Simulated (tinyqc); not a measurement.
Coupled-perturbed Hartree-Fock on RHF in the sto-3g basis, for BH3, spin multiplicity 1, step by step (part 2 of 2). Computed by tinyqc, a small Python program that keeps every step (integrals from PySCF). Command: `OMP_NUM_THREADS=1 python tinyqc.py 22983 22984 out.jsonl` (the two numbers bound the seeds that draw the settings). One thread of a shared host (Intel(R) Xeon(R) Processor @ 2.60GHz), about 0.2 s of CPU time with the checks.

Geometry (angstrom):
```
atom        x        y       z
B      0.0000   0.0000  0.0220
H      1.1420   0.0000  0.0000
H     -0.5710   0.9890  0.0000
H     -0.5710  -0.9890  0.0000
```

## Integrals over molecular orbitals

coefficients C:
```
            MO1      MO2      MO3      MO4      MO5      MO6      MO7      MO8
1B 1s    0.9908  -0.2307   0.0000   0.0000  -0.0075  -0.2643   0.0000   0.0000
1B 2s    0.0381   0.5412   0.0000   0.0000   0.0344   1.5663   0.0000   0.0000
1B 2px   0.0000   0.0000   0.0000   0.5108   0.0000   0.0000   1.2275   0.0000
1B 2py   0.0000   0.0000   0.5108   0.0000   0.0000   0.0000   0.0000   1.2275
1B 2pz  -0.0002  -0.0038   0.0000   0.0000   0.9995  -0.0406   0.0000   0.0000
2H 1s   -0.0066   0.2803   0.0000   0.5116  -0.0106  -0.7823  -1.0406   0.0000
3H 1s   -0.0066   0.2803   0.4431  -0.2558  -0.0106  -0.7823   0.5203  -0.9012
4H 1s   -0.0066   0.2803  -0.4431  -0.2558  -0.0106  -0.7823   0.5203   0.9012
```

core Hamiltonian H = T + V (hartree):
```
           1B 1s    1B 2s   1B 2px   1B 2py   1B 2pz    2H 1s    3H 1s    4H 1s
1B 1s   -13.7110  -3.5617   0.0000   0.0000   0.0012  -0.9903  -0.9903  -0.9903
1B 2s    -3.5617  -4.7432   0.0000   0.0000   0.0099  -2.1722  -2.1722  -2.1722
1B 2px    0.0000   0.0000  -4.0135   0.0000   0.0000  -1.9068   0.9534   0.9534
1B 2py    0.0000   0.0000   0.0000  -4.0135   0.0000   0.0000  -1.6513   1.6513
1B 2pz    0.0012   0.0099   0.0000   0.0000  -3.8186   0.0389   0.0389   0.0389
2H 1s    -0.9903  -2.1722  -1.9068   0.0000   0.0389  -3.2772  -0.5557  -0.5557
3H 1s    -0.9903  -2.1722   0.9534  -1.6513   0.0389  -0.5557  -3.2772  -0.5557
4H 1s    -0.9903  -2.1722   0.9534   1.6513   0.0389  -0.5557  -0.5557  -3.2772
```

Given earlier and not repeated: Two-electron integrals (ij|kl) in chemists' order.

(pq|rs) = sum C_ip C_jq C_kr C_ls (ij|kl), one index at a time.

one-electron integrals over orbitals h = C^T H C (hartree):
```
          1        2        3        4        5        6        7        8
1  -13.6945   0.3059   0.0000   0.0000   0.0110   0.3072   0.0000   0.0000
2    0.3059  -3.8574   0.0000   0.0000  -0.0044  -0.5934   0.0000   0.0000
3    0.0000   0.0000  -3.6109   0.0000   0.0000   0.0000   0.0000  -0.6191
4    0.0000   0.0000   0.0000  -3.6109   0.0000   0.0000  -0.6191   0.0000
5    0.0110  -0.0044   0.0000   0.0000  -3.8180   0.0189   0.0000   0.0000
6    0.3072  -0.5934   0.0000   0.0000   0.0189  -2.9620   0.0000   0.0000
7    0.0000   0.0000   0.0000  -0.6191   0.0000   0.0000  -3.1610   0.0000
8    0.0000   0.0000  -0.6191   0.0000   0.0000   0.0000   0.0000  -3.1610
```

Two-electron integrals over orbitals (pq|rs), unique and non-zero (hartree):
```
(11|11) 2.8853      (21|11) -0.2539     (21|21) 0.0349      (22|11) 0.6090
(22|21) -0.0089     (22|22) 0.4498      (31|31) 0.0079      (32|31) 0.0137
(32|32) 0.1227      (33|11) 0.5571      (33|21) -0.0039     (33|22) 0.4470
(33|33) 0.5004      (41|11) -1.82e-07   (41|21) 1.74e-08    (41|22) -3.39e-08
(41|33) -0.0044     (41|41) 0.0079      (42|11) -3.50e-08   (42|21) -1.65e-08
(42|22) -2.55e-07   (42|33) -0.0629     (42|41) 0.0137      (42|42) 0.1227
(43|31) -0.0044     (43|32) -0.0629     (43|43) 0.0489      (44|11) 0.5571
(44|21) -0.0039     (44|22) 0.4470      (44|33) 0.4027      (44|41) 0.0044
(44|42) 0.0629      (44|44) 0.5004      (51|11) -0.0081     (51|21) 0.0010
(51|22) -0.0007     (51|33) -3.78e-04   (51|44) -3.78e-04   (51|51) 0.0220
(52|11) 0.0038      (52|21) -3.58e-04   (52|22) -0.0011     (52|33) -0.0006
(52|44) -0.0006     (52|51) 0.0214      (52|52) 0.0700      (53|31) 1.32e-04
(53|32) -0.0007     (53|43) 0.0007      (53|53) 0.0185      (54|11) 7.28e-09
(54|33) 0.0007      (54|41) 1.32e-04    (54|42) -0.0007     (54|44) -0.0007
(54|51) 1.69e-08    (54|52) 3.74e-08    (54|54) 0.0185      (55|11) 0.7418
(55|21) -0.0100     (55|22) 0.4672      (55|33) 0.4413      (55|41) -6.54e-09
(55|42) -2.23e-08   (55|44) 0.4413      (55|51) 0.0011      (55|52) 0.0054
(55|54) 7.29e-09    (55|55) 0.5869      (61|11) -0.2779     (61|21) 0.0392
(61|22) -0.0089     (61|33) -0.0037     (61|41) 2.22e-07    (61|42) 2.86e-07
(61|44) -0.0037     (61|51) 4.97e-04    (61|52) -0.0009     (61|55) -0.0075
(61|61) 0.0443      (62|11) 0.2114      (62|21) -0.0098     (62|22) 0.0402
(62|33) 0.0210      (62|41) 1.03e-07    (62|42) -9.59e-09   (62|44) 0.0210
(62|51) -0.0009     (62|52) -4.28e-04   (62|54) 1.95e-08    (62|55) 0.1043
(62|61) -0.0095     (62|62) 0.0689      (63|31) 0.0032      (63|32) -0.0427
(63|43) 0.0397      (63|53) 0.0009      (63|63) 0.0579      (64|11) 3.10e-06
(64|21) -9.22e-08   (64|22) 7.75e-07    (64|33) 0.0397      (64|41) 0.0032
(64|42) -0.0427     (64|44) -0.0397     (64|52) 3.30e-08    (64|54) 0.0009
(64|55) 1.48e-06    (64|62) 1.63e-06    (64|64) 0.0579      (65|11) -0.0040
(65|21) -1.45e-04   (65|22) -0.0023     (65|33) -0.0011     (65|41) 6.85e-09
(65|42) 4.55e-08    (65|44) -0.0011     (65|51) 0.0241      (65|52) 0.0666
(65|54) 2.90e-07    (65|55) 0.0008      (65|61) -0.0009     (65|62) -0.0035
(65|64) -2.92e-08   (65|65) 0.0702      (66|11) 0.6289      (66|21) -0.0119
(66|22) 0.4471      (66|33) 0.4469      (66|41) 3.78e-07    (66|42) 3.12e-06
(66|44) 0.4469      (66|51) -0.0020     (66|52) -0.0042     (66|54) -3.03e-08
(66|55) 0.4672      (66|61) -0.0116     (66|62) 0.0269      (66|64) -9.08e-07
(66|65) -0.0052     (66|66) 0.4652      (71|11) 4.03e-06    (71|21) -5.83e-07
(71|22) 8.81e-08    (71|33) -0.0055     (71|41) 0.0136      (71|42) 0.0202
(71|44) 0.0055      (71|51) -7.20e-09   (71|52) 1.34e-08    (71|54) 2.62e-04
(71|55) 1.05e-07    (71|61) -3.05e-07   (71|62) 3.19e-07    (71|64) 0.0060
(71|65) 2.38e-08    (71|66) 7.66e-07    (71|71) 0.0239      (72|11) -3.22e-06
(72|21) 1.40e-07    (72|22) -6.13e-07   (72|33) 0.0256      (72|41) 0.0076
(72|42) -0.0040     (72|44) -0.0256     (72|51) 1.30e-08    (72|54) 0.0013
(72|55) -1.58e-06   (72|61) 3.25e-07    (72|62) -3.78e-07   (72|64) 0.0453
(72|65) 5.56e-08    (72|66) -7.17e-07   (72|71) 0.0128      (72|72) 0.0486
(73|31) 0.0037      (73|32) 0.0532      (73|43) -0.0236     (73|53) -0.0006
(73|63) -0.0298     (73|73) 0.0374      (74|11) 0.2008      (74|21) -0.0058
(74|22) 0.0450      (74|33) 0.0535      (74|41) -0.0037     (74|42) -0.0532
(74|44) 0.0064      (74|51) 6.60e-05    (74|52) 0.0023      (74|54) 0.0006
(74|55) 0.0941      (74|61) -0.0051     (74|62) 0.0656      (74|64) 0.0298
(74|65) -0.0006     (74|66) 0.0269      (74|71) -0.0060     (74|72) 0.0089
(74|74) 0.1041      (75|11) 5.63e-08    (75|22) 2.77e-08    (75|33) -0.0015
(75|41) 4.78e-04    (75|42) 0.0031      (75|44) 0.0015      (75|51) -3.53e-07
(75|52) -9.89e-07   (75|54) 0.0162      (75|55) -1.39e-08   (75|61) 2.39e-08
(75|62) 5.69e-08    (75|64) -0.0011     (75|65) -7.38e-07   (75|66) 1.55e-07
(75|71) 0.0008      (75|72) 4.34e-04    (75|74) -0.0014     (75|75) 0.0199
(76|11) 7.70e-07    (76|21) 1.29e-08    (76|22) 1.76e-08    (76|33) -0.0571
(76|41) 0.0135      (76|42) 0.1093      (76|44) 0.0571      (76|51) 2.52e-08
(76|52) 7.09e-08    (76|54) -0.0009     (76|55) 1.37e-07    (76|61) 3.32e-07
(76|62) 1.04e-07    (76|64) -0.0460     (76|65) 1.09e-07    (76|66) 3.28e-06
(76|71) 0.0209      (76|72) -0.0105     (76|74) -0.0544     (76|75) 0.0028
(76|76) 0.1113      (77|11) 0.6897      (77|21) -0.0103     (77|22) 0.4647
(77|33) 0.4328      (77|41) -0.0011     (77|42) 0.0272      (77|44) 0.4972
(77|51) -2.29e-04   (77|52) 0.0008      (77|54) -0.0008     (77|55) 0.4806
(77|61) -0.0095     (77|62) 0.0425      (77|64) -0.0370     (77|65) -0.0005
(77|66) 0.4728      (77|71) -0.0030     (77|72) -0.0319     (77|74) 0.0410
(77|75) 4.13e-04    (77|76) 0.0287      (77|77) 0.5353      (81|31) 0.0136
(81|32) 0.0202      (81|43) -0.0055     (81|53) 2.62e-04    (81|63) 0.0060
(81|73) 0.0060      (81|81) 0.0239      (82|31) 0.0076      (82|32) -0.0040
(82|43) 0.0256      (82|53) 0.0013      (82|63) 0.0453      (82|73) -0.0089
(82|81) 0.0128      (82|82) 0.0486      (83|11) 0.2008      (83|21) -0.0058
(83|22) 0.0450      (83|33) 0.0064      (83|41) 0.0037      (83|42) 0.0532
(83|44) 0.0535      (83|51) 6.60e-05    (83|52) 0.0023      (83|54) -0.0006
(83|55) 0.0941      (83|61) -0.0051     (83|62) 0.0656      (83|64) -0.0298
(83|65) -0.0006     (83|66) 0.0269      (83|71) 0.0060      (83|72) -0.0089
(83|74) 0.0338      (83|75) 0.0014      (83|76) 0.0544      (83|77) 0.0631
(83|83) 0.1041      (84|31) 0.0037      (84|32) 0.0532      (84|43) -0.0236
(84|53) -0.0006     (84|63) -0.0298     (84|73) 0.0328      (84|81) 0.0060
(84|82) -0.0089     (84|84) 0.0374      (85|31) 4.78e-04    (85|32) 0.0031
(85|43) -0.0015     (85|53) 0.0162      (85|63) -0.0011     (85|73) 0.0014
(85|81) 0.0008      (85|82) 4.34e-04    (85|84) 0.0014      (85|85) 0.0199
(86|31) 0.0135      (86|32) 0.1093      (86|43) -0.0571     (86|53) -0.0009
(86|63) -0.0460     (86|73) 0.0544      (86|81) 0.0209      (86|82) -0.0105
(86|84) 0.0544      (86|85) 0.0028      (86|86) 0.1113      (87|31) 0.0011
(87|32) -0.0272     (87|43) 0.0322      (87|53) 0.0008      (87|63) 0.0370
(87|73) -0.0110     (87|81) 0.0030      (87|82) 0.0319      (87|84) -0.0110
(87|85) -4.13e-04   (87|86) -0.0287     (87|87) 0.0344      (88|11) 0.6897
(88|21) -0.0103     (88|22) 0.4647      (88|33) 0.4972      (88|41) 0.0011
(88|42) -0.0272     (88|44) 0.4328      (88|51) -2.29e-04   (88|52) 0.0008
(88|54) 0.0008      (88|55) 0.4806      (88|61) -0.0095     (88|62) 0.0425
(88|64) 0.0370      (88|65) -0.0005     (88|66) 0.4728      (88|71) 0.0030
(88|72) 0.0319      (88|74) 0.0631      (88|75) -4.13e-04   (88|76) -0.0287
(88|77) 0.4665      (88|83) 0.0410      (88|88) 0.5353
```

## Response to a field: uncoupled start

orbital energies (hartree): MO1 -7.4135, MO2 -0.6819, MO3 -0.4764, MO4 -0.4764, MO5 0.2364, MO6 0.7486, MO7 0.7937, MO8 0.7937

dipole integrals <a|z|i> (bohr):
```
         i1       i2      i3      i4
a5   0.1222   0.8171  0.0000  0.0000
a6  -0.0038  -0.0020  0.0000  0.0000
a7   0.0000   0.0000  0.0000  0.0274
a8   0.0000   0.0000  0.0274  0.0000
```

Field along z; U_ai = -mu_ai / (e_a - e_i), alpha = -4 sum U_ai mu_ai.

uncoupled U:
```
         i1       i2       i3       i4
a5  -0.0160  -0.8898   0.0000   0.0000
a6   0.0005   0.0014   0.0000   0.0000
a7   0.0000   0.0000   0.0000  -0.0216
a8   0.0000   0.0000  -0.0216   0.0000
```

uncoupled polarisability = 2.9210 bohr^3

## Coupled step 1

U_ai = -(mu_ai + sum_bj [4 (ai|bj) - (ab|ij) - (aj|bi)] U_bj) / (e_a - e_i); alpha = -4 sum U_ai mu_ai.

U after step 1:
```
         i1       i2       i3       i4
a5  -0.0087  -1.1377   0.0000   0.0000
a6   0.0000   0.0055   0.0000   0.0000
a7   0.0000   0.0000   0.0000  -0.0203
a8   0.0000   0.0000  -0.0203   0.0000
```

polarisability = 3.7273 bohr^3

## Coupled step 2

As before.

U after step 2:
```
         i1       i2       i3       i4
a5  -0.0057  -1.2078   0.0000   0.0000
a6  -0.0001   0.0062   0.0000   0.0000
a7   0.0000   0.0000   0.0000  -0.0196
a8   0.0000   0.0000  -0.0196   0.0000
```

polarisability = 3.9547 bohr^3

## Coupled polarisability

Repeat until U stops changing; compare with -d2E/dF2.

Course of the coupled iterations:
```
step  alpha (bohr^3)
0             2.9210
1             3.7273
2             3.9547
3             4.0192
4             4.0376
5             4.0428
6             4.0442
7             4.0447
8             4.0448
9             4.0448
10            4.0448
11            4.0448
12            4.0448
13            4.0448
14            4.0448
15            4.0448
```

coupled polarisability = 4.0448 bohr^3

finite-field check, fields of +/-0.001 au = 4.0448 bohr^3
